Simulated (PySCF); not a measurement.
H2O, SMILES `O` (charge 0, multiplicity 1)

The numbers are results of M06-2X/def2-TZVP // B3LYP-D3(BJ)/def2-TZVP run with PySCF, not measurements.

| Property | Result |
|---|---|
| HOMO | -10.84 eV |
| dipole moment | 2.10 D |
| LUMO | 1.45 eV |
| HOMO–LUMO gap | 12.29 eV |
| total energy | -76.4261 Ha |
| cost | roughly 6 core-seconds |

Bonds (Å): O1–H2 0.963, O1–H3 0.963. Angles (°): H2–O1–H3 105.2.
Charge 0, spin multiplicity 1.
